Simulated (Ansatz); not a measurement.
Task: a ladder of methods at one geometry of C₄H₈, SMILES C1CCC1, with the Ansatz DFT code, driven from Python. Give the script and its output. Settings (for the species named): MP2, def2-SVP basis, multiplicity 1. The script varies method: mp2, ccsd, ccsd_t.

Input file `c4h8.xyz`:
```text
12

C    -0.86230    0.28410   -0.47420
C    -0.37930    0.30000    0.96000
C     0.97250   -0.03610    0.34870
C     0.32470   -0.60830   -0.85480
H    -0.84270    1.30600   -0.98160
H    -1.91700   -0.05660   -0.63080
H    -0.77430   -0.49690    1.57890
H    -0.39950    1.26300    1.50270
H     1.61710    0.85980    0.16680
H     1.61210   -0.74600    0.95600
H    -0.00790   -1.68130   -0.72850
H     0.73370   -0.44290   -1.80930
```

`methods.py`
```python
'''One geometry of C4H8, method by method.'''

import logging
import sys

import ansatz as az

logging.basicConfig(stream=sys.stdout, format='%(levelname)s %(message)s')
logger = logging.getLogger('ansatz_job')
logger.setLevel(logging.INFO)

c4h8 = az.Crystal.molecule_from_extxyz('c4h8.xyz')

setup = c4h8.calculation().basis(gaussian='def2-SVP')

methods = ['mp2', 'ccsd', 'ccsd_t']
reports = [setup.correlation(m).run(threads=1).report for m in methods]
logger.info(f'Hartree-Fock reference {reports[0]["reference_energy_ev"] / 27.211386246:.6f} Ha')
best = reports[-1]['free_energy_ev'] - reports[-1]['reference_energy_ev']
for method, each in zip(methods, reports):
    gained = each['free_energy_ev'] - each['reference_energy_ev']
    logger.info(f'{method:8s} total {each["free_energy_ev"] / 27.211386246:.6f} Ha  correlation {gained:9.4f} eV  ({100 * gained / best:.1f} % of the last)')
```

`python methods.py` gives:
```text
INFO Hartree-Fock reference -155.970284 Ha
INFO mp2      total -156.540240 Ha  correlation  -15.5093 eV  (89.0 % of the last)
INFO ccsd     total -156.591210 Ha  correlation  -16.8963 eV  (97.0 % of the last)
INFO ccsd_t   total -156.610370 Ha  correlation  -17.4176 eV  (100.0 % of the last)
```

Reading the output:
- These settings explore the input space; basis and method may be short of convergence.
- The geometry is a force-field or estimated start, not a minimum of this method, and the basis set is short of its limit. A lower total doesn't mark the better method: functionals have no common bound, and MP2 and coupled cluster aren't variational.
- Inner cores stay frozen, so this is valence correlation.
- Hardware and time: 12 s on 1 thread of Intel(R) Xeon(R) Platinum 8488C (Sapphire Rapids), on a shared host, peak memory 0.48 GiB.

(Lines on the test bed's own set-up are left out of the output.)
